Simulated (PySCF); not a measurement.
Coordinates in bohr (charge 1 multiplicity 1):
```
C     0.0000    0.0000    0.0000
H     2.0657    0.0000    0.0000
H    -1.0329    1.7890    0.0000
H    -1.0329   -1.7890    0.0000
```

Computed with PySCF, PBE0, basis C def2-TZVP, H def2-TZVP (no relativity, density fitting).

This geometry of [CH3]+ is a stationary point at this level.

**Question.** What is the point group?

**Answer.** D3h.

**Question.** Is it a minimum?

**Answer.** Yes: all harmonic wavenumbers are real.

**Question.** What are the dipole moment and the gap between the highest occupied and lowest empty levels?

**Answer.** 0.00 D about the centre of mass and 8.73 eV.

**Question.** Give the ideal-gas entropy at 298.15 K and 1 bar by parts.

**Answer.** translation 142.6, rotation 43.9, vibration 0.2, spin 0.0; total 186.7 J/(mol K).

This need not be the most stable arrangement of these atoms.
